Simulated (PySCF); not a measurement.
Work out the structure from these simulated measurements.

Formula: C2H3FS.

* Triplet: lowest triplet excitation (Tamm–Dancoff): 4.56 eV [TDA CAM-B3LYP/def2-SVPD]
* Polarisability: 44.1 au [CAM-B3LYP/def2-SVPD]
* Rotational structure: rotational constants A, B, C: 12.925, 5.036, 4.080 GHz [PBE0-D3(BJ)/def2-SVP]
* NMR, other nuclei: isotropic shieldings of nuclei other than C and H, by class: 368 (1 F), 681 (1 S) ppm [GIAO PBE0/pcSseg-1]
* 13C NMR: chemical shifts (computed TMS as zero) by class: 83.6 (1 C), 25.5 (1 C) ppm [GIAO PBE0/pcSseg-1]
* UV, strongest line: among the 10 lowest singlet transitions: S9 at 8.54 eV (145 nm, f = 0.052) [TDDFT CAM-B3LYP/def2-SVPD]
* Dipole: 2.02 D [CAM-B3LYP/def2-SVPD]
* UV, first state: lowest singlet excitation: 5.01 eV (248 nm, f = 0.000) [TDDFT CAM-B3LYP/def2-SVPD]
* Valence photoelectron: vertical ionisation energy: 9.62 eV [ΔSCF CAM-B3LYP/def2-SVPD]

Electronic properties: PySCF, gas phase, density fitting. Levels stand in brackets. Geometry: PBE0-D3(BJ)/def2-SVP; no solvent, vibrations or thermal averaging. NMR values are class means; diastereotopic atoms form classes of their own.

Task: Give a SMILES that accounts for the data.

Result: Numbering: `[F:1][C@H:2]1[CH2:3][S:4]1`. Its formula, C2H3FS, gives 1 degree of unsaturation: 1 ring and 0 π bonds in the structure found. 2 carbons fall into 2 classes; from least to most shielded: sp3 C–F carbon [C2] (83.6 ppm), ring sp3 carbon bound to sulfur [C3] (25.5 ppm). The other shieldings belong to: 368 ppm, alkyl fluorine [F1]; 681 ppm, sulfide sulfur [S4]. The first electron is taken from the HOMO, whose largest Löwdin shares are 0.75 on the sulfide sulfur, 0.10 on the sp3 carbon bound to sulfur and 0.07 on the sp3 C–F carbon. The optimised geometry has point group C1 and is an asymmetric top. Structure: `F[C@H]1CS1`. Computed isomers that give other values at the same levels: `FCC=S` (rotational constant A: 39.997 GHz; this holds for the one conformer computed). The assignments are read from this structure; whether some other isomer fits the data as well wasn't checked. The mirror image fits equally.
